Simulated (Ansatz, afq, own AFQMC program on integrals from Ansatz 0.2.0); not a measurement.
BeMg⁻, doublet in aug-cc-pVDZ, levels against full CI

```xyz
2

Be    0.0000    0.0000    0.0000
Mg    0.0000    0.0000    2.7131
```

Basis aug-cc-pVDZ. Only valence electrons are correlated. Integrals, coupled cluster, full CI and functionals: Ansatz 0.2.0; the random walks run on the same integrals in our own AFQMC program. The CISD trial takes its coefficients from CCSD amplitudes. Released means that phaseless walkers are propagated on without the constraint, phases kept. Error bars are statistical, one sigma.

Determinant: UHF, the one that the program's search chose, which needn't be the lowest solution. The geometry is a PBE0/def2-TZVPD stationary point of this or a neighbouring charge and spin state.

Full CI on the same integrals is exact in this basis and with this determinant's frozen core.

Cautions: an unrestricted solution with more broken spin lies lower (249 meV, ⟨S²⟩ 1.35); raised T1 diagnostic (T1 0.040, weight of the determinant 0.82, largest double 0.09); (T) is large, 6 % of the CCSD correlation; the released energies are still falling, so no released level is given (meV from the phaseless value at times in 1/Eh: -5 ± 12 at 0.24, -7 ± 11 at 0.51, -23 ± 11 at 0.99, -26 ± 10 at 1.62, -38 ± 9 at 2.40); the ph-AFQMC/HF walk drifts between its halves (2.2 errors).

- T1 diagnostic: 0.0402
- weight of the determinant in the CISD state: 0.824
- ⟨S²⟩ of the determinant: 0.768
- size of the correlated space: 5 electrons in 44 orbitals

Reference: full CI, correlation energy -2.799 eV.

| level | E − E(reference) (kJ/mol) | share of correlation (%) |
| --- | --- | --- |
| HF | 270.0 | 0.00 |
| MP2 | 91.7 | 66.02 |
| CCSD | 21.4 | 92.06 |
| CCSD(T) | 6.5 | 97.60 |
| CCSDT | 1.3 | 99.50 |
| CCSDT(Q) | 0.2 | 99.92 |
| ph-AFQMC/HF | 19.8 ± 4.5 | 92.66 |
| ph-AFQMC/CISD | 6.3 ± 1.0 | 97.67 |

CCSDT and higher add their correlation energy to the determinant of the CCSD(T) run, since their own runs factorise the integrals more tightly (a shift of under 2 meV). A walk keeps the symmetry of its determinant, which the program's search chose and which needn't be the lowest solution, so a lower state of the same spin and another symmetry isn't excluded.
